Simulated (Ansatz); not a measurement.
# BSiH2+ (triplet): wave-function methods side by side, cc-pVTZ

The task here is to estimate one member of a computed series from the others.

Method: cc-pVTZ, core rule «outside noble gas», up to 6 orbitals frozen; program: Ansatz 0.2.0, Gaussian basis.

To be run: UHF; CCSD(T) on ROHF; CCSD(T) on UHF; BCCD(T) on ROHF; CCSDT(Q) on ROHF; CCSDT(Q) on UHF; CASSCF and MRCISD+Q, 8 electrons in 10 orbitals; CASSCF and NEVPT2, 8 electrons in 10 orbitals.

5 further runs of the same task are left out: 5 set aside as unsound or not needed.

## The geometry

The geometry is a PBE0/def2-TZVP stationary point (not a proven minimum) of the parent state, kept for this charge and spin.

4 atoms, charge 1, spin multiplicity 3.

Atoms are counted from 1 here; the program's logs count them from 0.

Bond lengths: Si1–B2 1.954 Å, Si1–H3 1.501 Å, Si1–H4 1.501 Å. Angles: B2–Si1–H3 102.8°, B2–Si1–H4 102.8°, H3–Si1–H4 107.0°.

Set-up of the first run:

The input, in.yaml:

```yaml
crystal:
  periodic: [false, false, false]
  atoms:
    - {symbol: Si, position_ang: [-0.085001, 0.000000, 0.494288]}
    - {symbol: B, position_ang: [0.088473, -0.000001, -1.451856]}
    - {symbol: H, position_ang: [0.709774, -1.206838, 0.899706]}
    - {symbol: H, position_ang: [0.709775, 1.206839, 0.899704]}
basis:
  gaussian: {orbitals: cc-pVTZ}
total_charge: 1
magnetization: {spin_polarized: true, initial_magnetization: 2}
hamiltonian: {xc: hf}
output: {orbitals: {seedname: orbitals}}
```

Started as:

```console
> ansatz run in.yaml --threads 1 --pin off --events-out ev --progress --plain --max-ram 4096MiB --backend cpu
```

Steps of the session up to this table: UHF; CCSD(T) on ROHF; CCSD(T) on UHF; BCCD(T) on ROHF; CCSDT(Q) on ROHF; CCSDT(Q) on UHF; CASSCF and MRCISD+Q, 8 electrons in 10 orbitals; CASSCF and NEVPT2, 8 electrons in 10 orbitals.

One table of the session follows, with a row left open; its other results are not shown here.

It belongs to the step «Misses and costs». 

| method | from UCCSDT(Q) (meV) |
| --- | --- |
| ROHF | +5038.4 |
| UHF | +4913.1 |
| RMP2 | +1207.6 |
| UMP2 | +1204.6 |
| RCCSD | +244.0 |
| UCCSD | ? |
| RCCSD(T) | +54.5 |
| UCCSD(T) | +54.5 |
| BCCD(T) | +54.8 |
| RCCSDT | +11.0 |
| UCCSDT | +9.9 |
| RCCSDT(Q) | +1.9 |
| UCCSDT(Q) | 0 |
| CASSCF valence | +2939.4 |
| NEVPT2 valence | +781.4 |
| MRCISD valence | +205.8 |
| MRCISD+Q valence | +55.1 |

Q: Estimate the row for UCCSD from the others.

The run gave: from UCCSDT(Q) (meV): +239.7. In the column «from UCCSDT(Q) (meV)» it lies between MRCISD valence (+205.8) and RCCSD (+244.0).

To keep in mind: Restricted and unrestricted rows rest on different reference determinants; where their highest levels disagree by more than a few hundredths of an eV, they describe different states and don't form one ladder.
